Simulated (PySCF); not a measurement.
Several structures and their simulated spectra, in scrambled order.

A. `C(/CC=C)(=C\F)C(F)(F)F`
B. `InChI=1S/C9H6FP/c10-8-5-6-11-9-4-2-1-3-7(8)9/h1-6H`
C. SMILES C1=CC=C1

Spectrum 1. $^{13}$C{$^{1}$H} NMR (computed): δ 171.3 (C), 170.0 (CH), 162.7 (C), 140.4 (CH), 134.3 (CH), 130.7 (CH), 130.4 (C), 130.2 (CH), 120.6 (CH).

Spectrum 2. $^{13}$C{$^{1}$H} NMR (computed): δ 160.1 (CH), 140.2 (CH), 132.6 (C), 127.9 (CH2), 120.8 (C), 35.5 (CH2).

Spectrum 3. $^{13}$C{$^{1}$H} NMR (computed): δ 146.7 (CH).

Level of theory: NMR shieldings at PBE0/pcSseg-1/GIAO, structure optimised with GFN2-xTB, in PySCF 2.14 (no relativistic terms, isolated molecule, one computed conformer, equivalent nuclei averaged).

δ = σ(ref) − σ, references computed at the same level: $^{13}$C (σref 186.93) against TMS. Splittings of carbon signals by F and P are missing where no couplings were computed. Shifts are as computed. Against solution values, carbons near 30 ppm lie about +3 ppm off and those near 130 ppm about +5 ppm. Of 1211 compounds with measured shifts, 218 miss one by over three times the rms of a fit or turn the order of signals round; such compounds aren't used in these exercises.

Problem. Match each spectrum to its structure.

Solution. 1–B, 2–A, 3–C.

- Spectrum 1 (B): 9 $^{13}$C signals; δC 171.3 is an aromatic carbon bearing fluorine; δC 134.3 is an aromatic CH.
- Spectrum 2 (A): 6 $^{13}$C signals; δC 160.1 is an alkene CH; δC 140.2 is an alkene CH.
- Spectrum 3 (C): a single $^{13}$C signal, at 146.7 ppm (alkene CH).
